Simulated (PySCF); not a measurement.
BF3, charge -1, multiplicity 2. Atoms are numbered in the order given.

```xyz
4

B      0.0000     0.0000    -0.3874
F      1.1598     0.6696     0.0717
F      0.0000    -1.3392     0.0717
F     -1.1598     0.6696     0.0717
```
Charge -1, spin multiplicity 2.

Geometry optimised at ωB97X-D3(BJ)/def2-SVPD. The spin state was assumed, not searched. The isomer is the one that the SMILES or the coordinates give; other isomers of the formula were not compared.

Level of theory: ωB97X/def2-TZVPD in PySCF.

The molecule is in vacuum.

Question: Estimate the frontier levels, dipole moment and polarisability. (The exact figures need the calculation; the answer reports its results.)

Answer: 
- α spin, highest occupied and lowest empty level = -1.05 and 5.58 eV
- β spin, highest occupied and lowest empty level = -7.45 and 6.24 eV
- dipole moment about the centre of nuclear charge = 0.332 e·Å
- mean static polarisability = 44.2 bohr³ (6.55 Å³)
- polarisability, principal values = 41.1, 41.1, 50.6 bohr³
- ⟨S²⟩ = 0.752 (pure state 0.75)
